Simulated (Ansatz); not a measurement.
Two structures of CH7FSi, closed shell, reached by relaxing down either side of one saddle point (PBE0-D4/def2-TZVP). Energies are electronic, without zero-point energy. Ansatz 0.2.0; basis: def2-TZVPP and def2-QZVPP; cores frozen in the correlated methods. Extrapolation: Hartree–Fock as exp(−7.88 √X), correlation as X^−2.97. First:

Si1  (-0.711, -0.624, -0.424)
C2  (-0.482, 0.852, 0.691)
H3  (-0.878, -1.883, 0.345)
H4  (0.496, -0.807, -1.298)
H5  (-1.862, -0.456, -1.348)
H6  (2.002, -0.402, -0.616)
F7  (2.740, -0.153, -0.111)
H8  (-0.353, 1.764, 0.104)
H9  (-1.353, 0.982, 1.337)
H10  (0.401, 0.726, 1.320)
(Å)

Second:

```
atom    x (Å)    y (Å)    z (Å)
 Si1  -0.1188  -1.6877  -1.2212
  C2   0.0834   1.6763   1.2045
  H3  -0.4316  -3.0577  -0.7511
  H4   0.0352  -1.6637  -2.6948
  H5  -1.1683  -0.7354  -0.7902
  H6   0.8741   0.9875   0.9093
  F7   1.2714  -1.2395  -0.5658
  H8  -0.3491   2.1368   0.3163
  H9  -0.6918   1.1316   1.7434
 H10   0.4956   2.4518   1.8497
```

Task: Which bonds change from the first to the second?

Result: CH₆Si ([CH3][SiH3]) + HF → SiH₃F ([F][SiH3]) + CH₄; bonds formed: Si1–F7, C2–H6; bonds broken: Si1–C2, H6–F7.

Task: Give the saddle point's structure and its height above each. (To be estimated.)

Result: The calculation gives: 1.776 eV above the first and 3.091 eV above the second (CCSD(T) at an estimated basis limit (MP2 extrapolated from triple and quadruple zeta, plus CCSD(T) − MP2 in triple zeta)).
| atom | x (Å) | y (Å) | z (Å) |
| --- | --- | --- | --- |
| Si1 | -0.2411 | -0.7908 | -0.6176 |
| C2 | -0.0583 | 0.9135 | 0.6327 |
| H3 | -0.2993 | -2.1231 | 0.0222 |
| H4 | 0.1919 | -0.6721 | -2.0269 |
| H5 | -1.6909 | -0.4100 | -0.6954 |
| H6 | 0.9671 | 0.1444 | 0.3343 |
| F7 | 1.6497 | -0.7471 | -0.1332 |
| H8 | -0.4609 | 1.6413 | -0.0695 |
| H9 | -0.8061 | 0.6235 | 1.3685 |
| H10 | 0.7480 | 1.4205 | 1.1851 |

No T1 diagnostic of these runs exceeds 0.012. The end structure is not quite a true minimum (one mode of 28i cm⁻¹).

Labels in which every atom is bracketed show which atoms are joined, not bond orders.

For scale, one of the runs: CCSD(T)/def2-TZVPP, 202 basis functions (an equivalent command: `ansatz run in.yaml --threads 2`). Hardware: 2 CPU threads, shared host. Wall time 64 s; peak host memory 2.5 GiB.
